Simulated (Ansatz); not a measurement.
**SiNO (doublet): from Hartree-Fock to the top rungs, def2-QZVPP**

The task here is to estimate one member of a computed series from the others.

The runs use Ansatz 0.2.0, Gaussian basis; def2-QZVPP, core rule «outside noble gas», up to 7 orbitals frozen.

Plan: UHF; ROHF; CCSD(T) on UHF.

2 further runs of the same task are left out: 2 set aside as unsound or not needed.

## The geometry

The geometry is a PBE0/def2-TZVP stationary point (not a proven minimum).

3 atoms, charge 0, spin multiplicity 2.

Atoms are counted from 1 here; the program's logs count them from 0.

Bond lengths: N1–Si2 1.640 Å, Si2–O3 1.509 Å. Angles: N1–Si2–O3 180.0°.

Set-up of the first run:

Input file in.yaml:

```yaml
crystal:
  periodic: [false, false, false]
  atoms:
    - {symbol: N, position_ang: [0.000000, 0.000000, 1.596300]}
    - {symbol: Si, position_ang: [0.000000, 0.000000, -0.043500]}
    - {symbol: O, position_ang: [0.000000, 0.000000, -1.552800]}
basis:
  gaussian: {orbitals: "def2-QZVPP.json"}
magnetization: {spin_polarized: true, initial_magnetization: 1}
hamiltonian: {xc: hf}
output: {orbitals: {seedname: orbitals}}
```

Command:

```bash
$ ansatz run in.yaml --threads 1 --pin off --events-out ev --progress --plain --max-ram 2393MiB
```

Steps of the session up to this table: UHF; ROHF; CCSD(T) on UHF.

One table of the session follows, with a row left open; its other results are not shown here.

It belongs to the step «Misses and costs». 

```
  method  from UCCSD(T) (kcal/mol)
    ROHF                   +365.03
     UHF                   +362.29
    UMP2                         ?
   UCCSD                    +19.45
UCCSD(T)                         0
```

Q: Estimate the row for UMP2 from the others.

The run gave: from UCCSD(T) (kcal/mol): +19.15. In the column «from UCCSD(T) (kcal/mol)» it lies between UCCSD(T) (0) and UCCSD (+19.45).
